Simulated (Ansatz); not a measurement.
in.yaml

```yaml
crystal:
  periodic: [false, false, false]
  atoms:
    - {symbol: Si, position_ang: [0.000000, 0.000000, 0.000000]}
    - {symbol: O, position_ang: [0.000000, 0.000000, 2.383000]}
basis:
  gaussian: {orbitals: 6-31G}
correlation: {method: fic_mrcisd_q, electrons: outside_noble_gas, active_space: {window: {electrons: 2, orbitals: 2}}}
```

```sh
$ ansatz run in.yaml --threads 1 --pin off --events-out ev --progress --plain --max-ram 2393MiB
```

Log:

```
215 factors; integrals over basis functions are off by at most 2.2e-4 eV
mean field evaluation 1: about -9876.8685 eV, gradient 6.3e1 eV
mean field evaluation 2: about -9876.8691 eV, gradient 6.3e1 eV
mean field evaluation 4: about -9884.0374 eV, gradient 4.3e1 eV
mean field evaluation 8: about -9891.2576 eV, gradient 4.9e0 eV
mean field evaluation 16: about -9891.3395 eV, gradient 1.6e-4 eV
mean field evaluation 32: about -9888.9256 eV, gradient 5.0e0 eV
mean field evaluation 64: about -9891.0980 eV, gradient 1.0e0 eV
mean field evaluation 96: about -9890.7064 eV, gradient 9.0e0 eV
mean field evaluation 128: about -9890.2047 eV, gradient 2.7e0 eV
mean field evaluation 160: about -9890.6556 eV, gradient 9.8e-1 eV
mean field -9891.33949027 eV, -363.5000216767 hartree, gradient 1.4e-6 eV, S^2 0.000000; 14 other end points of the search recorded, 0 dependent functions left out; unrestricted orbitals would lower it
reference -9891.33949027 eV, -363.5000216767 hartree; 11, 11 occupied and 11, 11 virtual orbitals, 215 factors
state -9894.00994936 eV, -363.5981592380 hartree
...
contracted CI cycle  11: correlation -5.40655405 eV, -0.1986871968 hartree, residual 4.62e-2 eV
contracted CI cycle  12: correlation -5.40665598 eV, -0.1986909426 hartree, residual 3.07e-2 eV
contracted CI cycle  13: correlation -5.40669317 eV, -0.1986923094 hartree, residual 1.86e-2 eV
contracted CI cycle  14: correlation -5.40670400 eV, -0.1986927073 hartree, residual 1.01e-2 eV
contracted CI cycle  15: correlation -5.40670752 eV, -0.1986928367 hartree, residual 5.11e-3 eV
contracted CI cycle  16: correlation -5.40670826 eV, -0.1986928638 hartree, residual 2.17e-3 eV
contracted CI cycle  17: correlation -5.40670840 eV, -0.1986928688 hartree, residual 8.41e-4 eV
contracted CI cycle  18: correlation -5.40670841 eV, -0.1986928694 hartree, residual 3.89e-4 eV
contracted CI cycle  19: correlation -5.40670842 eV, -0.1986928696 hartree, residual 1.75e-4 eV
contracted CI cycle  20: correlation -5.40670842 eV, -0.1986928696 hartree, residual 7.27e-5 eV
state -9891.67549494 eV, -363.5123696206 hartree; corrected -9901.54671852 eV, -363.8751303962 hartree
state -9891.67549494 eV, -363.5123696206 hartree; corrected -9901.54671852 eV, -363.8751303962 hartree
the orbitals are reached from a further start. From the first start the search ends at -9894.00994711 eV, -363.5981591555 hartree
WARN: the results are in doubt because another end's mean lies 2.334 eV lower, and its corrected mean 3.030 eV higher
Total energy: -9901.54671852 eV, -363.8751303962 hartree
In doubt: another end's mean lies 2.334 eV lower, and its corrected mean 3.030 eV higher
```

Natural occupations: 1.9643 0.0357.

Ran on 1 thread of Arm Neoverse V2, shared host: 0.9 s wall, 0.07 GiB peak host memory.
